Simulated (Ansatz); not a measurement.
Input file:

```yaml
crystal:
  periodic: [false, false, false]
  atoms:
    - {symbol: Al, position_ang: [0.000000, 0.000000, 0.000000]}
    - {symbol: Al, position_ang: [0.000000, 0.000000, 3.047000]}
basis:
  gaussian: {orbitals: cc-pVDZ}
magnetization: {spin_polarized: false, initial_magnetization: 2}
correlation: {method: sc_nevpt2, electrons: outside_noble_gas, active_space: {window: {electrons: 6, orbitals: 8}, shells: [{species: Al, l: s, shell: 3}, {species: Al, l: p, shell: 3}]}}
```

```sh
$ ansatz run in.yaml --threads 1 --pin off --events-out ev --progress --plain --max-ram 2393MiB
```

Roughly how long does this take on 1 thread of Arm Neoverse N1, shared host, and how much host memory?

3 s wall and 0.15 GiB.

```
657 factors; integrals over basis functions are off by at most 1.2e-7 eV
mean field evaluation 1: about -13163.7283 eV, gradient 2.6e0 eV
mean field evaluation 2: about -13163.7553 eV, gradient 2.8e0 eV
mean field evaluation 4: about -13163.9289 eV, gradient 3.6e-1 eV
mean field evaluation 8: about -13163.9369 eV, gradient 7.6e-4 eV
mean field evaluation 16: about -13163.8046 eV, gradient 2.4e0 eV
mean field evaluation 32: about -13163.3627 eV, gradient 4.3e-7 eV
mean field evaluation 64: about -13163.4972 eV, gradient 4.5e-1 eV
mean field evaluation 96: about -13163.2765 eV, gradient 3.2e0 eV
mean field evaluation 128: about -13163.9370 eV, gradient 2.6e-6 eV
mean field -13163.93695994 eV, -483.7657604409 hartree, gradient 2.6e-6 eV, S^2 2.000000; 14 other end points of the search recorded, 0 dependent functions left out
reference -13163.93695994 eV, -483.7657604409 hartree; 14, 12 occupied and 22, 24 virtual orbitals, 657 factors
state -13165.49617652 eV, -483.8230605933 hartree
state -13165.49617652 eV, -483.8230605933 hartree; corrected -13166.71969121 eV, -483.8680239287 hartree
Total energy: -13166.71969121 eV, -483.8680239287 hartree
Checks for a lower state left out: starts, orbital_swaps
```

For the same geometry and basis full CI lies 460.6 meV lower.
